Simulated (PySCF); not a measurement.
# AlP (triplet) under other conditions

How does AlP (triplet) answer to another spin, charge, distance or environment?

Method: each script names its method and basis; program: PySCF 2.14.0.

1 further run of the same task is left out (it didn't finish).

### Step 1. Starting geometry

AlP (triplet): 2 atoms, charge 0, spin multiplicity 3.

Bond lengths: Al1–P2 2.034 Å.

### Step 2. The base run

Contents of input.py:

```python
from pyscf import gto, scf

mol = gto.M(
    atom='Al 0 0 0; P 0 0 2.034',
    basis='def2-svp',
    charge=0,
    spin=2,
    verbose=4,
)
mf = scf.ROHF(mol)
mf.kernel()
mf.analyze()
print('orbital energies (hartree):', mf.mo_energy[..., max(0, mol.nelec[1]-3):mol.nelec[0]+3].round(4))
```

Started as:

```bash
> python input.py
```

Its log is not repeated here.

It gives: E(SCF) = -582.391121 Eh, 12 cycles, μ = 3.15 D.

The bond length is a typed value, not an optimised one. The triplet is typed in the script; nothing here shows that it is the ground state.

### Step 3. Charge +1 (doublet)

Edit 1 changes charge: 0 → 1; spin (2S): 2 → 1.

Contents of input.py:

```python
from pyscf import gto, scf

mol = gto.M(
    atom='Al 0 0 0; P 0 0 2.034',
    basis='def2-svp',
    charge=1,
    spin=1,
    verbose=4,
)
mf = scf.ROHF(mol)
mf.kernel()
mf.analyze()
print('orbital energies (hartree):', mf.mo_energy[..., max(0, mol.nelec[1]-3):mol.nelec[0]+3].round(4))
```

Started as:

```bash
> python input.py
```

### Step 4. Charge +1 (quartet)

Edit 2 changes charge: 0 → 1; spin (2S): 2 → 3.

input.py: that of step 2 with these lines changed.

```diff
@@ -5,4 +5,4 @@
     basis='def2-svp',
-    charge=0,
-    spin=2,
+    charge=1,
+    spin=3,
     verbose=4,
```

### Step 5. Bond 1.892 Å

Edit 3 changes bond length: 2.034 Å → 1.892 Å.

input.py: that of step 2 with these lines changed.

```diff
@@ -3,3 +3,3 @@
 mol = gto.M(
-    atom='Al 0 0 0; P 0 0 2.034',
+    atom='Al 0 0 0; P 0 0 1.892',
     basis='def2-svp',
```

### Step 6. PCM, ε = 2.27

Edit 4 changes solvent: none (gas phase) → PCM, ε = 2.27.

input.py: that of step 2 with these lines changed.

```diff
@@ -1,2 +1,2 @@
-from pyscf import gto, scf
+from pyscf import gto, scf, solvent
 
@@ -10,2 +10,4 @@
 mf = scf.ROHF(mol)
+mf = solvent.PCM(mf)
+mf.with_solvent.eps = 2.27
 mf.kernel()
```

Q: Predict the outcome of this session. Wanted: for each run, E(SCF); from base; SCF dipole.

**Answer**, as computed:

```csv
run,E(SCF) (hartree),from base (eV),cycles,SCF dipole (D)
base,-582.391121,0,12,3.15
charge +1 (doublet),-582.081003,+8.4387,11,n/a
charge +1 (quartet),-582.141000,+6.8062,11,n/a
bond 1.892 Å,-582.364085,+0.7357,12,2.98
"PCM, ε = 2.27",-582.397806,-0.1819,13,4.47
```

What this shows: The largest comparable shift of the SCF energy, +0.736 eV, comes with the run “bond 1.892 Å”. At the SCF level, going to the doublet with one electron fewer costs 8.44 eV at fixed geometry. At the SCF level, going to the quartet with one electron fewer costs 6.81 eV at fixed geometry, which need not be the lowest ionisation. A continuum solvent with ε = 2.27 lowers the energy by 0.182 eV.
